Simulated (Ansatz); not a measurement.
# CH₃AlN radical (SMILES N=[C][AlH2]): one structure at several levels

Aim: energy, forces and dipole at a frame of a short trajectory, from several density functionals.

Computed with Ansatz 0.2.0, Gaussian basis. Level: single points in def2-TZVPP.

Orbitals are unrestricted.

1 further run of the same task is left out (it didn't finish).

## Step 1: The starting structure

SMILES `N=[C][AlH2]`, 6 atoms, charge 0, spin multiplicity 2.

Atoms are counted from 1 here; the program's logs count them from 0.

Bond lengths: N1–C2 1.222 Å, N1–H4 1.074 Å, C2–Al3 1.935 Å, Al3–H5 1.639 Å, Al3–H6 1.654 Å. Angles: C2–N1–H4 124.9°, N1–C2–Al3 161.5°, C2–Al3–H5 121.2°, C2–Al3–H6 115.7°, H5–Al3–H6 123.0°.

Coordinates:

```csv
atom,x (Å),y (Å),z (Å)
N1,-0.52178,-1.86883,-0.07453
C2,-0.44639,-0.65433,-0.18248
Al3,0.22433,1.15764,-0.08485
H4,0.29018,-2.51310,0.20805
H5,-0.21116,2.28521,-1.19146
H6,1.19721,1.49409,1.20976
```

## Step 2: PBE-D4/def2-TZVPP

The input, run/in.yaml:

```yaml
crystal:
  periodic: [false, false, false]
  atoms:
    - {symbol: N, position_ang: [-0.521779, -1.868833, -0.074527]}
    - {symbol: C, position_ang: [-0.446390, -0.654327, -0.182481]}
    - {symbol: Al, position_ang: [0.224327, 1.157641, -0.084850]}
    - {symbol: H, position_ang: [0.290177, -2.513098, 0.208047]}
    - {symbol: H, position_ang: [-0.211158, 2.285208, -1.191461]}
    - {symbol: H, position_ang: [1.197214, 1.494091, 1.209765]}
basis:
  gaussian: {orbitals: def2-TZVPP}
magnetization: {spin_polarized: true, initial_magnetization: 1}
hamiltonian: {xc: pbe, dispersion: d4}
output: {forces: true}
```

The run is started by

```console
> ansatz run in.yaml --threads 2 --pin off --events-out ev --progress --plain --max-ram 3481MiB
```

## Step 3: r2SCAN-D4/def2-TZVPP

Changes to run/in.yaml since step 2:

```diff
@@ -12,3 +12,3 @@
 magnetization: {spin_polarized: true, initial_magnetization: 1}
-hamiltonian: {xc: pbe, dispersion: d4}
+hamiltonian: {xc: r2scan, dispersion: d4}
 output: {forces: true}
```

## Step 4: PBE0-D4/def2-TZVPP

Changes to run/in.yaml since step 3:

```diff
@@ -12,3 +12,3 @@
 magnetization: {spin_polarized: true, initial_magnetization: 1}
-hamiltonian: {xc: r2scan, dispersion: d4}
-output: {forces: true}
+hamiltonian: {xc: pbe0, dispersion: d4}
+output: {forces: true, orbitals: {seedname: orbitals}}
```

## Step 5: wB97M-V/def2-TZVPP

Changes to run/in.yaml since step 4:

```diff
@@ -12,3 +12,3 @@
 magnetization: {spin_polarized: true, initial_magnetization: 1}
-hamiltonian: {xc: pbe0, dispersion: d4}
-output: {forces: true, orbitals: {seedname: orbitals}}
+hamiltonian: {xc: {name: wB97M-V}}
+output: {forces: true}
```

(Steps that only read results are left out.)

**Question.** What will these runs give? Wanted: RMS force component; HOMO and LUMO, PBE0-D4.

**Answer**, as computed:

| quantity | value |
| --- | --- |
| RMS force component | 0.530 to 0.671 eV/Å over the methods |
| HOMO and LUMO, PBE0-D4 | -5.15 and -2.21 eV |

In words: No sound CCSD(T) forces are at hand. Among the functionals the RMS force differs by up to 27 %.
